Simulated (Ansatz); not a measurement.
System: hcp Re. Method: r²SCAN+rVV10 (plane waves, PAW; Ansatz, a first-principles code).

Numerical settings: plane-wave cutoff 560 eV, 24×24×12 k mesh (along the axes of the cell as run), Fermi–Dirac smearing 0.05 eV, no spin polarisation, scalar-relativistic PAW data made under PBE.

Cell (relaxed at this level):

```xyz
2
Lattice="1.3759 -2.3831 0.0000 1.3759 2.3831 0.0000 0.0000 0.0000 4.4509" Properties=species:S:1:pos:R:3 pbc="T T T"
Re     1.3759     0.7944     1.1127
Re     1.3759    -0.7944     3.3382
```

### Question
What does this level give for the bulk modulus B0 and pressure derivative B′ of the bulk modulus?

### Answer

bulk modulus B0: 396 GPa
pressure derivative B′ of the bulk modulus: 4.4

The run finds no gap.

Measured, for comparison: bulk modulus 369 GPa (zero-point energy and finite temperature contributions removed, our sources range from 369 to 381; as tabulated in doi:10.1021/acs.jctc.3c00612). Computed (rounded) less measured: bulk modulus +7 % (+4 % to +7 % over the range).

Note: the bulk modulus comes from volumes at which shape and atoms were relaxed.

Spin–orbit coupling is not included.

Static lattice: no zero-point or thermal effects.

The result took about 4 core-minutes (a rough figure).
